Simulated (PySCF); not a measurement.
# Ionisation energy of Cl by level of theory

Cl [Ne] 3s2 3p5 (2P) → Cl⁺ [Ne] 3s2 3p4 (3P), as a difference of total energies. Calculation: PySCF 2.14, in x2c-QZVPPall (9s6p4d2f1g, 70 functions); scalar relativity by spin-free X2C-1e. Correlated levels: valence: [Ne] frozen; valence and next inner shell: 1s2 frozen. The calculations carry no spin-orbit coupling.

| method | ionisation energy (eV) | error (eV) |
| --- | --- | --- |
| UHF | 11.746 | -1.228 |
| LDA | 13.183 | +0.209 |
| PBE | 12.949 | -0.025 |
| PBE0 | 12.934 | -0.040 |
| r2SCAN | 12.995 | +0.021 |
| MN15 | 13.015 | +0.041 |
| wB97X | 12.981 | +0.007 |
| r2SCANh | 12.979 | +0.005 |
| r2SCAN0 | 12.954 | -0.020 |
| ROHF | 11.767 | -1.207 |
| MP2 (valence) | 12.829 | -0.145 |
| SCS-MP2 (valence) | 12.844 | -0.130 |
| MP2 (valence and next inner shell) | 12.839 | -0.135 |
| SCS-MP2 (valence and next inner shell) | 12.850 | -0.124 |

Reference: 12.974 eV (measured; NIST levels, between the centres of gravity of the two terms).

Errors of the correlated levels include the incompleteness of this basis and the frozen core.
